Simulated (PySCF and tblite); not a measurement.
Results of a calculation; reference values are marked as such.
C3H6Cl2, numbered as in [CH3:1][C@H:2]([Cl:3])[CH2:4][Cl:5]. The same 3 conformers on PBE0-D3(BJ)/def2-SVP geometries, with only the functional of the single-point energies changed (basis set def2-TZVP, solvent none (gas phase), D3(BJ) where defined; PySCF).

Torsions listed: Cl3–C2–C4–Cl5.

| conformer | shape | symmetry | dipole D |
| --- | --- | --- | --- |
| 1 | 173° | C1 | 0.52 |
| 2 | 65° | C1 | 2.98 |
| 3 | -67° | C1 | 2.76 |

Energies (kcal/mol) above conformer 1 and its weight at 298.15 K (thermal terms from GFN2-xTB):

```csv
functional,E(2) − E(1),E(3) − E(1),weight of 1 (%)
PBE0,1.53,1.46,86
HSE06,1.54,1.49,86
r2SCAN,1.64,1.53,87
BHandHLYP,1.56,1.50,86
M06-2X,1.45,1.22,82
BLYP,1.75,1.62,89
PBE,?,?,?
```

Problem. What does PBE give?

Solution. E(2) − E(1) = 1.64 kcal/mol, E(3) − E(1) = 1.56 kcal/mol, weight of conformer 1 88 %.

Problem. How much does the choice of functional matter?

Solution. The widest range is that of E(3) − E(1), which runs from 1.22 (M06-2X) to 1.62 kcal/mol (BLYP), a spread of 0.40, against RT = 0.59.
